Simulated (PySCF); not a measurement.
**Two probes of the same atoms: core binding energy and nuclear shielding**

Species: C4H4FN.
Geometry (PBE0-D3(BJ)/def2-SVP, Å), atoms numbered from 1 in this order:
```xyz
10
C4H4FN angstrom
C     -1.164   -0.172    0.483
C      0.198    0.123   -0.075
C      0.679    1.469   -0.019
N      1.031    2.572    0.038
C      0.975   -0.826   -0.619
F      2.172   -0.574   -1.107
H     -1.206    0.066    1.557
H     -1.932    0.434   -0.021
H     -1.417   -1.233    0.353
H      0.679   -1.876   -0.701
```

Binding energies: delta-SCF UKS SCAN, pcX-2 on the ionised atom, pcseg-1 elsewhere, spin-free X2C in PySCF. Shieldings: GIAO PBE/pcSseg-2, non-relativistic, same geometry.

```csv
atom,isotropic shielding (ppm)
C1,163.2
C2,76.9
C3,59.0
C5,8.4
```

What are the C 1s binding energies of these atoms?

| atom | environment | C 1s (eV) | isotropic shielding (ppm) |
| --- | --- | --- | --- |
| C1 | allylic carbon | 291.87 | 163.2 |
| C2 | fully substituted alkene carbon | 292.28 | 76.9 |
| C3 | nitrile carbon | 292.33 | 59.0 |
| C5 | vinylic C–F carbon | 293.53 | 8.4 |

Among the listed atoms, is the one with the highest binding energy also the least shielded?

Yes: C5 has both (293.53 eV, 8.4 ppm).

By binding energy: C1 < C2 < C3 < C5. By shielding: C5 < C3 < C2 < C1.

Geometry: PBE0-D3(BJ)/def2-SVP; no solvent, vibrations or thermal averaging.
